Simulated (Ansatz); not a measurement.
**A ladder of methods for AlNH2Cl (SMILES [NH2][Al][Cl])**

AlNH2Cl has 5 atoms, charge 0, and is taken as a doublet. SMILES: `[NH2][Al][Cl]`. The shape is that of a PBE0-D4/def2-TZVP optimisation. This is one conformer, not always the lowest.

```xyz
5

N    -0.5494    0.4617   -0.2320
Al    0.4026   -0.2916    1.0491
Cl    1.9070   -1.6497    0.4408
H    -1.2936    1.1233   -0.0835
H    -0.4166    0.2827   -1.2159
```

Each level gives the energy change with the N1–Al2 bond stretched from 1.765 to 2.206 Å (eV). The values are calculated.

```tsv
level	kind	program	value (eV)	less CCSD(T)/STO-3G	CPU time (all runs)
USVWN5/STO-3G	LDA	Ansatz	1.82	-0.20	4.2 s
U-revPBE/STO-3G	GGA	Ansatz	1.61	-0.41	8.3 s
UBLYP/STO-3G	GGA	Ansatz	1.55	-0.47	7.5 s
UPBE/STO-3G	GGA	Ansatz	1.66	-0.36	7.6 s
U-r2SCAN/STO-3G	meta-GGA	Ansatz	1.84	-0.18	15 s
U-r2SCAN0/STO-3G	hybrid meta-GGA	Ansatz	1.99	-0.03	15 s
U-wB97M-V/STO-3G	range-separated hybrid	Ansatz	1.91	-0.11	65 s
UB2PLYP/STO-3G	double hybrid	Ansatz	1.93	-0.09	6.9 s
UMP2/STO-3G	perturbation theory	Ansatz	2.16	+0.14	0.49 s
UCCSD(T)/STO-3G	coupled cluster or CI	Ansatz	2.02	0.00	0.8 s
```

Differences are taken from UCCSD(T)/STO-3G for orientation; it has basis-set and higher-order errors of its own. The first shape isn't each level's own minimum. The values span 1.55 to 2.16 eV. All rows use very small basis sets, so even the best lies far from the true value. CPU times are rough (shared hosts, several kinds of processor): they show what a rung costs within a factor of a few.
